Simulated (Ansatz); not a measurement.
Relaxation of C₂H₅OS (9 atoms, charge 1, multiplicity 1), to a largest force component of 0.02 eV/Å in at most 50 steps.

The calculation used Ansatz 0.2.0, UKS PBE-D4/def2-SVP.

```xyz
9
Properties=species:S:1:pos:R:3:forces:R:3
C 0.209 0.797 -0.619 0.14 -0.24 -0.19
C 0.022 -0.466 0.111 -0.38 0.62 0.40
O 0.546 -1.514 -0.402 0.58 -0.28 -0.87
S -0.840 -0.569 1.575 -0.09 -0.96 0.49
H 0.806 1.497 -0.029 0.35 0.37 0.40
H -0.745 1.286 -0.822 -0.58 0.24 -0.08
H 0.725 0.607 -1.560 0.26 -0.10 -0.49
H 0.442 -2.365 0.065 -0.16 -0.35 0.39
H -1.164 0.726 1.681 -0.12 0.71 -0.04
```

Task: Where does it end, and by what steps?

Result: The run converged. Limits of this set-up: the dipole of an ion depends on the origin. After 4 steps the energy has fallen by 0.056 eV; S4 moved furthest, 0.04 Å.

| step | energy less start (eV) | largest force component (eV/Å) | accepted |
| --- | --- | --- | --- |
| 0 | 0.0000 | 0.963 | yes |
| 1 | -0.0461 | 0.441 | yes |
| 2 | -0.0551 | 0.076 | yes |
| 3 | -0.0550 | 0.108 | no |
| 4 | -0.0559 | 0.013 | yes |

```xyz
9
Properties=species:S:1:pos:R:3
C 0.214 0.805 -0.631
C 0.018 -0.461 0.114
O 0.558 -1.516 -0.414
S -0.845 -0.602 1.591
H 0.830 1.506 -0.026
H -0.759 1.305 -0.821
H 0.729 0.600 -1.588
H 0.432 -2.357 0.089
H -1.178 0.721 1.686
```

The run took 12 s on 2 threads of Arm Neoverse V1, with other jobs on the host, peak memory 0.14 GiB.
